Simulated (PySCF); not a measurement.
Molecule: ethenethione (C=C=S, C2H2S).

Cartesian coordinates in Å; atom numbers follow the order of the lines, from 1:
```xyz
5

C    -0.6004    0.0136    0.0264
C     0.6907   -0.0138   -0.0393
S     2.2448   -0.0474   -0.1146
H    -1.1414    0.9396    0.1158
H    -1.1852   -0.8892   -0.0053
```

Frames of a GFN2-xTB Langevin trajectory at 200 K; GIAO PBE0/pcSseg-1 shieldings in PySCF, gas phase, non-relativistic; equivalent atoms averaged within each frame.

δ = σ(ref) − σ, references computed at the same level: ¹³C (σref 186.93), ¹H (σref 31.72) against TMS; CS2 for ³³S (σref 503.73). The references are static minima.

How do the shifts (ppm) fluctuate along the trajectory?

## Answers


| time (fs) | C2 | C1 | S3 | H4/H5 |
| --- | --- | --- | --- | --- |
| optimised geometry | 263.4 | 50.9 | 321 | 4.30 |
| 250 | 269.3 | 52.9 | 347 | 4.51 |
| 425 | 262.0 | 51.6 | 322 | 4.38 |
| 625 | 255.2 | 49.1 | 307 | 4.40 |
| 800 | 272.3 | 51.6 | 345 | 4.19 |
| 1000 | 263.2 | 51.0 | 320 | 4.40 |
| mean of frames | 264.4 | 51.3 | 328 | 4.38 |
| standard deviation | 6.7 | 1.4 | 17 | 0.12 |

5 frames give an uncertainty of the mean of about the standard deviation over 2.2 at best, since frames this close in time may not be independent; classical motion lacks zero-point vibration, and the reference would need the same averaging.
